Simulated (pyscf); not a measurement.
Structures and frequencies: ωB97X-D3(BJ)/def2-SVP in PySCF.

Task: What is the homolytic dissociation enthalpy (298 K, ωB97M-D3(BJ)/def2-TZVP) of the C–O bond of `[CH3][C]([CH3])([CH3])[O][Ge]([OH])([OH])[OH]`, to H₃C–C•(CH₃)–CH₃ + •O–Ge(OH)(OH)–OH?

Result: C–O to H₃C–C•(CH₃)–CH₃ + •O–Ge(OH)(OH)–OH: 4.20 eV. The 7 functionals that were run give +3.83 (r²SCAN) to +4.34 eV (M06-2X). Other isomers of H₃C–C•(CH₃)–CH₃, •O–Ge(OH)(OH)–OH were not searched in full and may lie lower. Elements up to Kr have no core potential and no relativistic terms here.
